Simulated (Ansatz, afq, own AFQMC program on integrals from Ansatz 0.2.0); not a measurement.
Two steps: Ansatz 0.2.0 writes the Fock matrix and Cholesky factors of the valence space, and afq projects on them the lowest state that overlaps trial and start.

```yaml
crystal:
  periodic: [false, false, false]
  atoms:
    - {symbol: B, position_ang: [0.000000, 0.000000, 0.000000]}
    - {symbol: N, position_ang: [0.000000, 0.000000, 1.441900]}
basis:
  gaussian: {orbitals: cc-pVDZ}
total_charge: 1
magnetization: {spin_polarized: true, initial_magnetization: 3}
correlation: {method: ccsd_t, electrons: outside_noble_gas, hamiltonian_folder: ham}
```

```sh
$ ansatz run in.yaml --threads 1 --pin off --events-out ev --progress --plain --max-ram 1843MiB
```

afq runs on the folder ham with

```
--method free --trial cisd --walkers 80 --time-step 0.03 --max-blocks 80 --target-error 0.00032 --factor-cut 1e-05 --seed 4799 --times 0,0.3,0.6,1.2,1.8,2.4,3.6,4.8,6 --taylor-order 8
```

Times are imaginary, in 1/Eh. The walk had a cap of 507 s.

Output of the walk:

```
orbitals 26  electrons 5 2  factors 184 of 269
reference energy -78.65130959 Eh
CCSD correlation -0.14951098 Eh in 12 cycles, weight of the determinant in the CISD state 0.9129
repeat  energy at the last time / Eh  error
    10  -78.807300  0.001099
    20  -78.808147  0.001023
    30  -78.807215  0.000889
    40  -78.807445  0.000878
    50  -78.806987  0.000785
    60  -78.807482  0.000741
    70  -78.807610  0.000688
    80  -78.807446  0.000616
time / (1/Eh)  energy / Eh  error  mean overlap
  0.00  -78.800815  0.000071  1.0953
  0.30  -78.804500  0.000114  1.0976
  0.60  -78.805742  0.000127  1.1055
  1.20  -78.806700  0.000161  1.1042
  1.80  -78.807139  0.000191  1.1004
  2.40  -78.807249  0.000226  1.1085
  3.60  -78.807071  0.000284  1.1153
  4.80  -78.807663  0.000374  1.1227
  6.00  -78.807446  0.000616  1.1159
energy -78.807446 +/- 0.000616 Eh
```

The run passed its tests (error under three times the target), which doesn't prove that it has relaxed.

Against this walk (error 16.8 meV) on the same determinant: CCSD(T) 39.6 meV higher, CCSDT(Q) 8.6 meV lower (within the noise), full CI 6.0 meV lower (within the noise). The error is statistical, and a free projection of finite length keeps a remainder of its start.

Cautions: remainder of the start not in the error; error above the target (16.8 against 8.7 meV).

The walk took 2.5 min on 1 thread of Arm Neoverse V1 (shared host). The log's last line is the free-projection energy.

CCSDT and higher add their correlation energy to the determinant of the CCSD(T) run, since their own runs factorise the integrals more tightly (a shift of under 2 meV). A walk keeps the symmetry of its determinant, which the program's search chose and which needn't be the lowest solution, so a lower state of the same spin and another symmetry isn't excluded.
